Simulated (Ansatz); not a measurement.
**Al2S (triplet): wB97M-V, B2PLYP over vertical spin and charge gaps, def2-QZVPP**

Aim: run Al2S (triplet) with these functionals over vertical spin and charge gaps, and hold them against the top wave-function level at the same points.

Computed with Ansatz 0.2.0, Gaussian basis. Level: def2-QZVPP, all electrons in the functionals, frozen cores in the correlation of double hybrids and RPA.

The runs, in order: wB97M-V, B2PLYP, at charge 0, triplet; charge 0, singlet; charge 0, quintet; charge 1, doublet; charge 1, quartet.

7 further runs of the same task are left out: 1 that didn't finish, 6 set aside as unsound or not needed.

**1. What is computed**

The geometry is a PBE0/def2-TZVP stationary point (not a proven minimum).

3 atoms, charge 0, spin multiplicity 3.

Atoms are counted from 1 here; the program's logs count them from 0.

Bond lengths: Al1–S2 2.194 Å, S2–Al3 2.166 Å. Angles: Al1–S2–Al3 180.0°.

No dispersion term is added; wB97M-V holds VV10 nonlocal correlation.

The geometry shown and the zero of energy belong to the point charge 0, triplet. The yardstick, UCCSD(T), and other wave-function levels (R restricted, U unrestricted, valence and pair active spaces) come from earlier runs.

**2. wB97M-V, charge 0, triplet**

The input, in.yaml:

```yaml
crystal:
  periodic: [false, false, false]
  atoms:
    - {symbol: Al, position_ang: [0.000000, 0.000000, 2.184700]}
    - {symbol: S, position_ang: [0.000000, 0.000000, -0.009600]}
    - {symbol: Al, position_ang: [0.000000, 0.000000, -2.175100]}
basis:
  gaussian: {orbitals: "def2-QZVPP.json"}
magnetization: {spin_polarized: true, initial_magnetization: 2}
hamiltonian: {xc: {name: wB97M-V}}
output: {orbitals: {seedname: orbitals}}
```

Launch:

```
$ ansatz run in.yaml --threads 1 --pin off --events-out ev --progress --plain --max-ram 2393MiB
```

Log, shortened:

```text
Functional definition: wB97M-V
  name "wB97M-V"
  cite "Mardirossian & Head-Gordon, J. Chem. Phys. 144, 214110 (2016) doi:10.1063/1.4952647"
  cite "Becke, J. Chem. Phys. 107, 8554 (1997) doi:10.1063/1.475007"
  cite "Vydrov & Van Voorhis, J. Chem. Phys. 133, 244103 (2010) doi:10.1063/1.3521275"
  # Of w^i u^j: cxij and so on, Table III.
[...]
  gx(w, u) = 1 - cx + cx01*u + cx10*w
  gss(w, u) = css00 + css04*u^4 + css10*w + css20*w^2 + css43*w^4*u^3
  gos(w, u) = cos00 + cos10*w + (cos20 + cos21*u)*w^2 + (cos60 + cos61*u)*w^6
[...]
      + integral(e_c_pw_mod_opposite_spin*gos(b97_w_opposite, b97_u_opposite)) + vv10(b, c)
1060 factors; their error is unknown
230 factors; integrals over basis functions are off by at most 4.0e-5 eV
[...]
mean field -24027.59796745 eV, -882.9979388131 hartree, gradient 5.0e-5 eV, S^2 2.006976; 2 other end points of the search recorded, 0 dependent functions left out
reference -24027.59801244 eV, -882.9979404663 hartree; 22, 20 occupied and 188, 190 virtual orbitals, 1060 factors
Total energy: -24027.59801244 eV, -882.9979404663 hartree
```

Wall time 87 s (1 thread of Arm Neoverse V2, shared host); peak memory 0.76 GiB.

From the report: ⟨S²⟩ of the determinant 2.007 (pure triplet: 2.00).

**3. wB97M-V, charge 0, singlet**

in.yaml: that of step 2 with these lines changed.

```diff
@@ -8,3 +8,2 @@
   gaussian: {orbitals: "def2-QZVPP.json"}
-magnetization: {spin_polarized: true, initial_magnetization: 2}
 hamiltonian: {xc: {name: wB97M-V}}
```

Launched as before.

Log, shortened:

```text
Functional definition: wB97M-V
  name "wB97M-V"
  cite "Mardirossian & Head-Gordon, J. Chem. Phys. 144, 214110 (2016) doi:10.1063/1.4952647"
  cite "Becke, J. Chem. Phys. 107, 8554 (1997) doi:10.1063/1.475007"
  cite "Vydrov & Van Voorhis, J. Chem. Phys. 133, 244103 (2010) doi:10.1063/1.3521275"
  # Of w^i u^j: cxij and so on, Table III.
[...]
  gx(w, u) = 1 - cx + cx01*u + cx10*w
  gss(w, u) = css00 + css04*u^4 + css10*w + css20*w^2 + css43*w^4*u^3
  gos(w, u) = cos00 + cos10*w + (cos20 + cos21*u)*w^2 + (cos60 + cos61*u)*w^6
[...]
      + integral(e_c_pw_mod_opposite_spin*gos(b97_w_opposite, b97_u_opposite)) + vv10(b, c)
1060 factors; their error is unknown
230 factors; integrals over basis functions are off by at most 4.0e-5 eV
[...]
mean field -24030.52610689 eV, -883.1055459526 hartree, gradient 1.3e-5 eV, S^2 0.000000; 0 other end points of the search recorded, 0 dependent functions left out
reference -24030.52615443 eV, -883.1055476995 hartree; 21, 21 occupied and 189, 189 virtual orbitals, 1060 factors
Total energy: -24030.52615443 eV, -883.1055476995 hartree
```

It took 19 s on 1 thread of Arm Neoverse V2, shared host; peak memory 0.58 GiB.

From charge 0, triplet: -67.5 kcal/mol.

**4. wB97M-V, charge 0, quintet**

in.yaml: that of step 3 with these lines changed.

```diff
@@ -8,2 +8,3 @@
   gaussian: {orbitals: "def2-QZVPP.json"}
+magnetization: {spin_polarized: true, initial_magnetization: 4}
 hamiltonian: {xc: {name: wB97M-V}}
```

Launched as before.

Log, shortened:

```text
Functional definition: wB97M-V
  name "wB97M-V"
  cite "Mardirossian & Head-Gordon, J. Chem. Phys. 144, 214110 (2016) doi:10.1063/1.4952647"
  cite "Becke, J. Chem. Phys. 107, 8554 (1997) doi:10.1063/1.475007"
  cite "Vydrov & Van Voorhis, J. Chem. Phys. 133, 244103 (2010) doi:10.1063/1.3521275"
  # Of w^i u^j: cxij and so on, Table III.
[...]
  gx(w, u) = 1 - cx + cx01*u + cx10*w
  gss(w, u) = css00 + css04*u^4 + css10*w + css20*w^2 + css43*w^4*u^3
  gos(w, u) = cos00 + cos10*w + (cos20 + cos21*u)*w^2 + (cos60 + cos61*u)*w^6
[...]
      + integral(e_c_pw_mod_opposite_spin*gos(b97_w_opposite, b97_u_opposite)) + vv10(b, c)
1060 factors; their error is unknown
230 factors; integrals over basis functions are off by at most 4.0e-5 eV
[...]
mean field -24024.25826703 eV, -882.8752070861 hartree, gradient 8.3e-6 eV, S^2 6.023483; 7 other end points of the search recorded, 0 dependent functions left out
reference -24024.25830926 eV, -882.8752086380 hartree; 23, 19 occupied and 187, 191 virtual orbitals, 1060 factors
Total energy: -24024.25830926 eV, -882.8752086380 hartree
```

Wall time 3.4 min (1 thread of Arm Neoverse V2, shared host); peak memory 1 GiB.

From the report: ⟨S²⟩ of the determinant 6.023 (pure quintet: 6.00).

From charge 0, triplet: +77.0 kcal/mol.

**5. wB97M-V, charge 1, doublet**

in.yaml: that of step 4 with these lines changed.

```diff
@@ -8,3 +8,4 @@
   gaussian: {orbitals: "def2-QZVPP.json"}
-magnetization: {spin_polarized: true, initial_magnetization: 4}
+total_charge: 1
+magnetization: {spin_polarized: true, initial_magnetization: 1}
 hamiltonian: {xc: {name: wB97M-V}}
```

Launched as before.

Log, shortened:

```text
Functional definition: wB97M-V
  name "wB97M-V"
  cite "Mardirossian & Head-Gordon, J. Chem. Phys. 144, 214110 (2016) doi:10.1063/1.4952647"
  cite "Becke, J. Chem. Phys. 107, 8554 (1997) doi:10.1063/1.475007"
  cite "Vydrov & Van Voorhis, J. Chem. Phys. 133, 244103 (2010) doi:10.1063/1.3521275"
  # Of w^i u^j: cxij and so on, Table III.
[...]
  gx(w, u) = 1 - cx + cx01*u + cx10*w
  gss(w, u) = css00 + css04*u^4 + css10*w + css20*w^2 + css43*w^4*u^3
  gos(w, u) = cos00 + cos10*w + (cos20 + cos21*u)*w^2 + (cos60 + cos61*u)*w^6
[...]
      + integral(e_c_pw_mod_opposite_spin*gos(b97_w_opposite, b97_u_opposite)) + vv10(b, c)
1060 factors; their error is unknown
230 factors; integrals over basis functions are off by at most 4.0e-5 eV
[...]
mean field -24022.61881926 eV, -882.8149584920 hartree, gradient 5.9e-5 eV, S^2 0.766703; 3 other end points of the search recorded, 0 dependent functions left out
reference -24022.61886902 eV, -882.8149603206 hartree; 21, 20 occupied and 189, 190 virtual orbitals, 1060 factors
Total energy: -24022.61886902 eV, -882.8149603206 hartree
```

It took 52 s on 1 thread of Arm Neoverse V2, shared host; peak memory 0.75 GiB.

From the report: ⟨S²⟩ of the determinant 0.767 (pure doublet: 0.75).

From charge 0, triplet: +114.8 kcal/mol.

**6. wB97M-V, charge 1, quartet**

in.yaml: that of step 5 with these lines changed.

```diff
@@ -9,3 +9,3 @@
 total_charge: 1
-magnetization: {spin_polarized: true, initial_magnetization: 1}
+magnetization: {spin_polarized: true, initial_magnetization: 3}
 hamiltonian: {xc: {name: wB97M-V}}
```

Same command.

Log, shortened:

```text
Functional definition: wB97M-V
  name "wB97M-V"
  cite "Mardirossian & Head-Gordon, J. Chem. Phys. 144, 214110 (2016) doi:10.1063/1.4952647"
  cite "Becke, J. Chem. Phys. 107, 8554 (1997) doi:10.1063/1.475007"
  cite "Vydrov & Van Voorhis, J. Chem. Phys. 133, 244103 (2010) doi:10.1063/1.3521275"
  # Of w^i u^j: cxij and so on, Table III.
[...]
  gx(w, u) = 1 - cx + cx01*u + cx10*w
  gss(w, u) = css00 + css04*u^4 + css10*w + css20*w^2 + css43*w^4*u^3
  gos(w, u) = cos00 + cos10*w + (cos20 + cos21*u)*w^2 + (cos60 + cos61*u)*w^6
[...]
      + integral(e_c_pw_mod_opposite_spin*gos(b97_w_opposite, b97_u_opposite)) + vv10(b, c)
1060 factors; their error is unknown
230 factors; integrals over basis functions are off by at most 4.0e-5 eV
[...]
mean field -24018.90087024 eV, -882.6783263855 hartree, gradient 3.0e-5 eV, S^2 3.770386; 4 other end points of the search recorded, 0 dependent functions left out
reference -24018.90092268 eV, -882.6783283126 hartree; 22, 19 occupied and 188, 191 virtual orbitals, 1060 factors
Total energy: -24018.90092268 eV, -882.6783283126 hartree
```

Run time: 82 s. Hardware: 1 thread of Arm Neoverse V2, shared host; peak memory 0.77 GiB.

From the report: ⟨S²⟩ of the determinant 3.770 (pure quartet: 3.75).

From charge 0, triplet: +200.6 kcal/mol.

**7. B2PLYP, charge 0, triplet**

The input, in.yaml:

```yaml
crystal:
  periodic: [false, false, false]
  atoms:
    - {symbol: Al, position_ang: [0.000000, 0.000000, 2.184700]}
    - {symbol: S, position_ang: [0.000000, 0.000000, -0.009600]}
    - {symbol: Al, position_ang: [0.000000, 0.000000, -2.175100]}
basis:
  gaussian: {orbitals: "def2-QZVPP.json"}
magnetization: {spin_polarized: true, initial_magnetization: 2}
hamiltonian: {xc: {name: B2PLYP}}
correlation: {electrons: outside_noble_gas}
```

Same command.

Log, shortened:

```text
Functional definition: B2PLYP
  name "B2PLYP"
  cite "Grimme, J. Chem. Phys. 124, 034108 (2006) doi:10.1063/1.2148954"
  cite "Becke, Phys. Rev. A 38, 3098 (1988) doi:10.1103/PhysRevA.38.3098"
  cite "Lee, Yang & Parr, Phys. Rev. B 37, 785 (1988) doi:10.1103/PhysRevB.37.785"
[...]
1244 factors; integrals over basis functions are off by at most 1.0e-3 eV
[...]
mean field -24016.84156253 eV, -882.6026482229 hartree, gradient 2.4e-6 eV, S^2 2.008629; 0 other end points of the search recorded, 0 dependent functions left out
15 core orbitals not correlated: weight in the atoms' cores, before any rotation towards them, 1.000 or more for the frozen orbitals, at most 0.000 for the correlated occupied ones
reference -24016.84169815 eV, -882.6026532070 hartree; 7, 5 occupied and 188, 190 virtual orbitals, 1244 factors
second order -9.88240889 eV of doubles, -0.00000000 eV of singles
Total energy: -24019.50994855 eV, -882.7007096005 hartree
```

Wall time 25 s (1 thread of Arm Neoverse V2, shared host); peak memory 0.56 GiB.

From the report: ⟨S²⟩ of the determinant 2.009 (pure triplet: 2.00).

**8. B2PLYP, charge 0, singlet**

in.yaml: that of step 7 with these lines changed.

```diff
@@ -8,3 +8,2 @@
   gaussian: {orbitals: "def2-QZVPP.json"}
-magnetization: {spin_polarized: true, initial_magnetization: 2}
 hamiltonian: {xc: {name: B2PLYP}}
```

The command is unchanged.

Log, shortened:

```text
Functional definition: B2PLYP
  name "B2PLYP"
  cite "Grimme, J. Chem. Phys. 124, 034108 (2006) doi:10.1063/1.2148954"
  cite "Becke, Phys. Rev. A 38, 3098 (1988) doi:10.1103/PhysRevA.38.3098"
  cite "Lee, Yang & Parr, Phys. Rev. B 37, 785 (1988) doi:10.1103/PhysRevB.37.785"
[...]
1244 factors; integrals over basis functions are off by at most 1.0e-3 eV
[...]
mean field -24019.33053970 eV, -882.6941164469 hartree, gradient 4.8e-6 eV, S^2 0.000000; 0 other end points of the search recorded, 0 dependent functions left out
15 core orbitals not correlated: weight in the atoms' cores, before any rotation towards them, 1.000 or more for the frozen orbitals, at most 0.000 for the correlated occupied ones
reference -24019.33067372 eV, -882.6941213722 hartree; 6, 6 occupied and 189, 189 virtual orbitals, 1244 factors
second order -10.38568506 eV of doubles, -0.00000000 eV of singles
Total energy: -24022.13480869 eV, -882.7971714315 hartree
```

It took 14 s on 1 thread of Arm Neoverse V2, shared host; peak memory 0.46 GiB.

From charge 0, triplet: -60.5 kcal/mol.

**9. B2PLYP, charge 0, quintet**

in.yaml: that of step 8 with these lines changed.

```diff
@@ -8,2 +8,3 @@
   gaussian: {orbitals: "def2-QZVPP.json"}
+magnetization: {spin_polarized: true, initial_magnetization: 4}
 hamiltonian: {xc: {name: B2PLYP}}
```

The command is unchanged.

Log, shortened:

```text
Functional definition: B2PLYP
  name "B2PLYP"
  cite "Grimme, J. Chem. Phys. 124, 034108 (2006) doi:10.1063/1.2148954"
  cite "Becke, Phys. Rev. A 38, 3098 (1988) doi:10.1103/PhysRevA.38.3098"
  cite "Lee, Yang & Parr, Phys. Rev. B 37, 785 (1988) doi:10.1103/PhysRevB.37.785"
[...]
1244 factors; integrals over basis functions are off by at most 1.0e-3 eV
[...]
mean field -24014.01709249 eV, -882.4988508637 hartree, gradient 4.3e-6 eV, S^2 6.020897; 9 other end points of the search recorded, 0 dependent functions left out
15 core orbitals not correlated: weight in the atoms' cores, before any rotation towards them, 1.000 or more for the frozen orbitals, at most 0.000 for the correlated occupied ones
reference -24014.01722519 eV, -882.4988557403 hartree; 8, 4 occupied and 187, 191 virtual orbitals, 1244 factors
second order -9.06594920 eV of doubles, -0.00000000 eV of singles
Total energy: -24016.46503148 eV, -882.5888109620 hartree
```

Run time: 1.7 min. Hardware: 1 thread of Arm Neoverse V2, shared host; peak memory 0.72 GiB.

From the report: ⟨S²⟩ of the determinant 6.021 (pure quintet: 6.00).

From charge 0, triplet: +70.2 kcal/mol.

**10. B2PLYP, charge 1, doublet**

in.yaml: that of step 9 with these lines changed.

```diff
@@ -8,3 +8,4 @@
   gaussian: {orbitals: "def2-QZVPP.json"}
-magnetization: {spin_polarized: true, initial_magnetization: 4}
+total_charge: 1
+magnetization: {spin_polarized: true, initial_magnetization: 1}
 hamiltonian: {xc: {name: B2PLYP}}
```

The command is unchanged.

Log, shortened:

```text
Functional definition: B2PLYP
  name "B2PLYP"
  cite "Grimme, J. Chem. Phys. 124, 034108 (2006) doi:10.1063/1.2148954"
  cite "Becke, Phys. Rev. A 38, 3098 (1988) doi:10.1103/PhysRevA.38.3098"
  cite "Lee, Yang & Parr, Phys. Rev. B 37, 785 (1988) doi:10.1103/PhysRevB.37.785"
[...]
1244 factors; integrals over basis functions are off by at most 1.0e-3 eV
[...]
mean field -24011.79201981 eV, -882.4170809506 hartree, gradient 2.7e-6 eV, S^2 0.779641; 6 other end points of the search recorded, 0 dependent functions left out
15 core orbitals not correlated: weight in the atoms' cores, before any rotation towards them, 1.000 or more for the frozen orbitals, at most 0.000 for the correlated occupied ones
reference -24011.79216100 eV, -882.4170861394 hartree; 6, 5 occupied and 189, 190 virtual orbitals, 1244 factors
second order -9.73237462 eV of doubles, -0.00000000 eV of singles
Total energy: -24014.41990215 eV, -882.5136538454 hartree
```

It took 41 s on 1 thread of Arm Neoverse V2, shared host; peak memory 0.7 GiB.

From the report: ⟨S²⟩ of the determinant 0.780 (pure doublet: 0.75).

From charge 0, triplet: +117.4 kcal/mol.

**11. B2PLYP, charge 1, quartet**

in.yaml: that of step 10 with these lines changed.

```diff
@@ -9,3 +9,3 @@
 total_charge: 1
-magnetization: {spin_polarized: true, initial_magnetization: 1}
+magnetization: {spin_polarized: true, initial_magnetization: 3}
 hamiltonian: {xc: {name: B2PLYP}}
```

The command is unchanged.

Log, shortened:

```text
Functional definition: B2PLYP
  name "B2PLYP"
  cite "Grimme, J. Chem. Phys. 124, 034108 (2006) doi:10.1063/1.2148954"
  cite "Becke, Phys. Rev. A 38, 3098 (1988) doi:10.1103/PhysRevA.38.3098"
  cite "Lee, Yang & Parr, Phys. Rev. B 37, 785 (1988) doi:10.1103/PhysRevB.37.785"
[...]
1244 factors; integrals over basis functions are off by at most 1.0e-3 eV
[...]
mean field -24008.62121232 eV, -882.3005559247 hartree, gradient 7.2e-6 eV, S^2 3.781194; 8 other end points of the search recorded, 0 dependent functions left out
15 core orbitals not correlated: weight in the atoms' cores, before any rotation towards them, 1.000 or more for the frozen orbitals, at most 0.000 for the correlated occupied ones
reference -24008.62136189 eV, -882.3005614214 hartree; 7, 4 occupied and 188, 191 virtual orbitals, 1244 factors
second order -8.88577702 eV of doubles, -0.00000000 eV of singles
Total energy: -24011.02052169 eV, -882.3887289177 hartree
```

Run time: 71 s. Hardware: 1 thread of Arm Neoverse V2, shared host; peak memory 0.74 GiB.

From the report: ⟨S²⟩ of the determinant 3.781 (pure quartet: 3.75).

From charge 0, triplet: +195.8 kcal/mol.

**12. Against the wave-function levels**

No level is safe as a reference over these points; UCCSD(T) serves as a yardstick only. It comes from earlier runs at the same points. Energies in kcal/mol, counted from charge 0, triplet; blanks weren't run or aren't comparable.

```
   level  triplet to singlet  triplet to quintet  ionisation to the doublet cation  ionisation to the quartet cation
UCCSD(T)               -60.5                                                 123.1                                  
 wB97M-V               -67.5                77.0                             114.8                             200.6
  B2PLYP               -60.5                70.2                             117.4                             195.8
```

Largest miss and mean time a point (UCCSD(T) took 4.6 min a point; shared hosts):

```
  level  largest miss (kcal/mol)                             where  time a point
wB97M-V                     -8.3  ionisation to the doublet cation          89 s
 B2PLYP                     -5.8  ionisation to the doublet cation          51 s
```

**13. What came out**

```
                                  quantity                                             value
              triplet to singlet, UCCSD(T)                                    -60.5 kcal/mol
ionisation to the doublet cation, UCCSD(T)                                    123.1 kcal/mol
                     largest miss, wB97M-V  -8.3 kcal/mol (ionisation to the doublet cation)
                      largest miss, B2PLYP  -5.8 kcal/mol (ionisation to the doublet cation)
```

Misses are known at 2 of 4 points at best, and only functionals with that many are ranked. Of the functionals, B2PLYP keep the smallest largest miss at the points compared (at most 5.8 kcal/mol) and wB97M-V strays most (8.3 kcal/mol, at ionisation to the doublet cation). Functionals and the yardstick converge differently with the basis, so part of each miss in def2-QZVPP is the basis. The yardstick itself may be off where one determinant is a poor start.
